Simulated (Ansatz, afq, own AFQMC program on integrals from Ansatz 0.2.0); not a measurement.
## H₂ + HO, doublet in cc-pVTZ along one coordinate

```yaml
atoms:
  - { symbol: H, position_ang: [-2.0456, 0.0498, 0.0000] }
  - { symbol: H, position_ang: [-1.3006, 0.0498, 0.0000] }
  - { symbol: O, position_ang: [0.1834, 0.0498, 0.0000] }
  - { symbol: H, position_ang: [0.4352, -0.8901, 0.0000] }
```

A hydrogen atom is moved from one rigid fragment to the other; the H1–H2 distance tells how far. The two fragments are held close together, so this isn't a minimum-energy path and the start is a compressed complex. Energies in eV count from this geometry (0.745 Å) at the same level; the start stands on UHF, each point on the determinant named.

Basis cc-pVTZ. Noble-gas cores (and the filled d shells of Ga–Kr and In–Xe) are frozen. AFQMC by an in-house program on the Cholesky factors that Ansatz 0.2.0 writes for its CCSD(T) run. ph-AFQMC/CISD is guided by a CISD state made of CCSD amplitudes; releasing the constraint for a short imaginary time cuts its bias at the price of noise, slowly where states lie close. ± is one standard error of the sampling.

Cautions, each for one point or more: unrestricted determinant slightly spin contaminated.

```tsv
r(H1–H2) / Å	det.	T1	weight	⟨S²⟩	HF	PBE	CCSD(T)
0.886	UHF	0.029	0.91	0.79	0.361	-0.121	0.078
0.957	UHF	0.029	0.91	0.81	0.512	-0.171	0.069
1.027	UHF	0.023	0.91	0.81	0.503	-0.260	-0.039
1.098	UHF	0.016	0.92	0.78	0.301	-0.387	-0.236
1.239	UHF	0.011	0.93	0.76	-0.248	-0.578	-0.605
```

Problem. Estimate the curve of CCSDT(Q), counted from the same start.

Solution. 
```json
{"r(H1–H2) / Å": "0.886", "det.": "UHF", "T1": "0.029", "weight": "0.91", "⟨S²⟩": "0.79", "CCSDT(Q)": "0.072", "ph-AFQMC/CISD": "0.073 ± 0.004"}
{"r(H1–H2) / Å": "0.957", "det.": "UHF", "T1": "0.029", "weight": "0.91", "⟨S²⟩": "0.81", "CCSDT(Q)": "0.063", "ph-AFQMC/CISD": "0.073 ± 0.005"}
{"r(H1–H2) / Å": "1.027", "det.": "UHF", "T1": "0.023", "weight": "0.91", "⟨S²⟩": "0.81", "CCSDT(Q)": "-0.044", "ph-AFQMC/CISD": "-0.040 ± 0.006"}
{"r(H1–H2) / Å": "1.098", "det.": "UHF", "T1": "0.016", "weight": "0.92", "⟨S²⟩": "0.78", "CCSDT(Q)": "-0.237", "ph-AFQMC/CISD": "-0.244 ± 0.005"}
{"r(H1–H2) / Å": "1.239", "det.": "UHF", "T1": "0.011", "weight": "0.93", "⟨S²⟩": "0.76", "CCSDT(Q)": "-0.601", "ph-AFQMC/CISD": "-0.610 ± 0.005"}
```

Weight is that of the determinant in the CISD state; at the start T1 is 0.019 and the weight 0.92, and ⟨S²⟩ is 0.76. Largest departures from CCSDT(Q), at the points where its series has closed: CCSD(T) 0.007 eV at 0.957 (on UHF), ph-AFQMC/CISD 0.011 eV at 0.957 (on UHF), HF 0.547 eV at 1.027 (on UHF), PBE -0.233 eV at 0.957. Functionals count only at points shown to share the start's state and spin.

A walk keeps the symmetry of its determinant, which the program's search chose and which needn't be the lowest solution, so a lower state of the same spin and another symmetry isn't excluded.
